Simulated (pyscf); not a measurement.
H₃C–SiH•–CH₃ + hydrogen chloride (HCl) → H₃C–Si•(CH₃)–Cl + hydrogen (H₂) (four-centre exchange; doublet surface; H–Si, Cl–H broken, Cl–Si, H–H formed). Structures and frequencies: ωB97X-D3(BJ)/def2-SVP in PySCF. Energies in kcal/mol from the separated reactants.

```csv
level,barrier,reaction energy
ωB97X-D3(BJ)/def2-TZVP,___,-24.4
PBE/def2-TZVP,18.2,-21.7
B3LYP-D3(BJ)/def2-TZVP,___,___
PBE0-D3(BJ)/def2-TZVP,21.4,-22.1
ωB97M-D3(BJ)/def2-TZVP,25.1,-21.8
HF/def2-TZVP,44.6,-18.3
```

**Question.** Complete the blanks.

**Answer.** 
- ωB97X-D3(BJ)/def2-TZVP, barrier: 25.4
- B3LYP-D3(BJ)/def2-TZVP, barrier: 23.1
- B3LYP-D3(BJ)/def2-TZVP, reaction energy: -22.7

The functionals in the table span 7.3 kcal/mol in this barrier, from PBE to ωB97X-D3(BJ). This is the saddle that the search found; another between the same sides may lie lower.
